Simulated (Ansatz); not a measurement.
A nudged elastic band was laid between two geometries of C3H8FNO (14 atoms, charge 0, multiplicity 1).

Level of theory: RKS B3LYP/def2-SVP (Ansatz 0.2.0).

```
movable images  : 5
climbing image  : yes
spring          : 5.0 eV/Å²
optimiser       : quadratic models (default)
start path      : through a guess of the saddle point
force threshold : 0.05 eV/Å
iteration limit : 60
end points      : relaxed
```

Initial state:

```xyz
14
Properties=species:S:1:pos:R:3
C -0.065 -0.539 1.688
C -0.036 -0.371 0.175
N 1.220 -0.691 -0.466
O -0.373 1.000 -0.068
C -0.639 1.308 -1.379
F -1.873 0.808 -1.767
H 0.168 -1.579 1.965
H -1.054 -0.275 2.094
H 0.681 0.127 2.153
H -0.809 -1.011 -0.287
H 2.018 -0.405 0.101
H 1.306 -1.685 -0.666
H -0.675 2.407 -1.456
H 0.118 0.877 -2.058
```

Final state:

```xyz
14
Properties=species:S:1:pos:R:3
C -0.115 -0.538 1.750
C -0.011 -0.446 0.238
N 1.244 -0.947 -0.232
O -0.255 0.955 -0.081
C -0.599 1.218 -1.375
F -1.884 0.786 -1.660
H 0.013 -1.579 2.077
H -1.091 -0.162 2.090
H 0.669 0.079 2.219
H -0.813 -1.035 -0.238
H 2.024 -0.385 0.109
H 1.301 -1.004 -1.247
H -0.565 2.311 -1.517
H 0.070 0.718 -2.106
```

What changes between the two ends?

No bond is made or broken. The height of N3 over the plane of its neighbours goes from 0.35 to -0.34 Å.

What energy profile does the band end with?

The forces met the threshold. The highest image is number 3 of 0 to 6, 0.065 eV above the first end and 0.102 eV above the last; the last end lies 0.037 eV below the first. A vibrational analysis at the climbing image gives one clearly imaginary mode, 487i cm⁻¹: a first-order saddle point.

| image | path coordinate (Å) | energy (eV) | height of N3 over the plane of its neighbours (Å) |
| --- | --- | --- | --- |
| 0 | 0.00 | 0.000 | 0.35 |
| 1 | 0.29 | 0.004 | 0.33 |
| 2 | 0.59 | 0.023 | 0.27 |
| 3 | 0.88 | 0.065 | 0.04 |
| 4 | 1.21 | -0.011 | -0.24 |
| 5 | 1.54 | -0.035 | -0.33 |
| 6 | 1.87 | -0.037 | -0.34 |

What is the geometry of the highest image?


```xyz
14
Properties=species:S:1:pos:R:3:forces:R:3
C -0.067 -0.510 1.752 0.00 0.02 -0.01
C -0.071 -0.417 0.234 -0.01 -0.01 0.00
N 1.163 -0.771 -0.357 -0.02 0.01 0.01
O -0.478 0.957 -0.046 0.00 0.00 0.00
C -0.600 1.276 -1.367 0.00 0.00 0.02
F -1.702 0.653 -1.941 0.00 0.00 0.00
H 0.132 -1.543 2.071 0.00 0.00 0.00
H -1.032 -0.180 2.164 0.00 0.00 0.00
H 0.717 0.147 2.163 0.00 0.00 0.00
H -0.852 -1.072 -0.190 0.00 0.00 0.00
H 2.033 -0.515 0.089 0.01 0.00 -0.01
H 1.208 -1.379 -1.159 0.01 0.00 0.00
H -0.750 2.366 -1.435 0.00 0.00 0.00
H 0.284 0.958 -1.951 0.00 0.00 -0.01
```

What are the harmonic wavenumbers there?

487i, 60, 130, 248, 285, 329, 390, 466, 569, 620, 791, 929, 971, 1017, 1076, 1149, 1180, 1212, 1240, 1289, 1349, 1390, 1431, 1446, 1460, 1469, 1497, 1596, 3015, 3039, 3053, 3099, 3124, 3146, 3618, 3748 cm⁻¹.

The band took 9 iterations and roughly 5 core-minutes.

Time of the run: 2.5 min on 2 threads of Intel(R) Xeon(R) Platinum 8375C CPU @ 2.90GHz (Ice Lake) (shared host), peak memory 0.32 GiB.
